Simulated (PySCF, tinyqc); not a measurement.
Inside a calculation. Method: coupled-perturbed Hartree-Fock on RHF in the sto-3g basis, for BH, spin multiplicity 1. The lowest restricted solution is unstable here: a spin-polarised one lies 0.0056 hartree lower (PySCF). One step of it, computed by the program tinyqc.

Question. Coupled step 1. U_ai = -(mu_ai + sum_bj [4 (ai|bj) - (ab|ij) - (aj|bi)] U_bj) / (e_a - e_i); alpha = -4 sum U_ai mu_ai.

uncoupled U:
```
           i1        i2         i3
a4   0.000000  0.000000   0.000000
a5   0.000000  0.000000   0.000000
a6  -0.012432  0.496408  -2.002234
```

dipole integrals <a|z|i> (bohr):
```
          i1         i2        i3
a4  0.000000   0.000000  0.000000
a5  0.000000   0.000000  0.000000
a6  0.097144  -0.463425  1.382428
```

orbital energies (hartree): MO1 -7.368251, MO2 -0.487752, MO3 -0.244637, MO4 0.256748, MO5 0.256748, MO6 0.445805

Two-electron integrals over orbitals (pq|rs), unique and non-zero (hartree):
```
(11|11) 2.892512    (21|11) -0.268443   (21|21) 0.039797    (22|11) 0.618916
(22|21) -0.008788   (22|22) 0.487404    (31|11) -0.173289   (31|21) 0.023665
(31|22) -0.013670   (31|31) 0.024262    (32|11) 0.136057    (32|21) -0.008485
(32|22) -0.030180   (32|31) 0.005877    (32|32) 0.114335    (33|11) 0.601095
(33|21) -0.010331   (33|22) 0.437365    (33|31) 0.003155    (33|32) 0.026707
(33|33) 0.488199    (41|41) 0.021615    (42|41) 0.022729    (42|42) 0.078358
(43|41) 0.014641    (43|42) 0.043609    (43|43) 0.043813    (44|11) 0.742011
(44|21) -0.009951   (44|22) 0.466802    (44|31) -0.005985   (44|32) 0.073937
(44|33) 0.452720    (44|44) 0.586773    (51|51) 0.021615    (52|51) 0.022729
(52|52) 0.078358    (53|51) 0.014641    (53|52) 0.043609    (53|53) 0.043813
(54|54) 0.031630    (55|11) 0.742011    (55|21) -0.009951   (55|22) 0.466802
(55|31) -0.005985   (55|32) 0.073937    (55|33) 0.452720    (55|44) 0.523513
(55|55) 0.586773    (61|11) -0.106355   (61|21) 0.018461    (61|22) 0.005454
(61|31) -0.000746   (61|32) -0.015646   (61|33) -0.014721   (61|44) -0.003597
(61|55) -0.003597   (61|61) 0.022097    (62|11) 0.161487    (62|21) -0.002795
(62|22) 0.045741    (62|31) -0.012728   (62|32) 0.034641    (62|33) -0.011599
(62|44) 0.087488    (62|55) 0.087488    (62|61) 0.010937    (62|62) 0.101864
(63|11) -0.150621   (63|21) 0.003860    (63|22) 0.004228    (63|31) -0.004752
(63|32) -0.103088   (63|33) -0.036674   (63|44) -0.081393   (63|55) -0.081393
(63|61) 0.009681    (63|62) -0.061240   (63|63) 0.123343    (64|41) 0.008453
(64|42) 0.030362    (64|43) 0.000946    (64|64) 0.027418    (65|51) 0.008453
(65|52) 0.030362    (65|53) 0.000946    (65|65) 0.027418    (66|11) 0.621484
(66|21) -0.006576   (66|22) 0.499638    (66|31) -0.013849   (66|32) -0.060051
(66|33) 0.462741    (66|44) 0.448052    (66|55) 0.448052    (66|61) 0.008512
(66|62) 0.014999    (66|63) 0.033621    (66|66) 0.553443
```

Give: U after step 1; polarisability.

Answer.

U after step 1:
```
         i1      i2       i3
a4   0.0000  0.0000   0.0000
a5   0.0000  0.0000   0.0000
a6  -0.0048  0.3349  -2.1814
```

polarisability = 12.6852 bohr^3
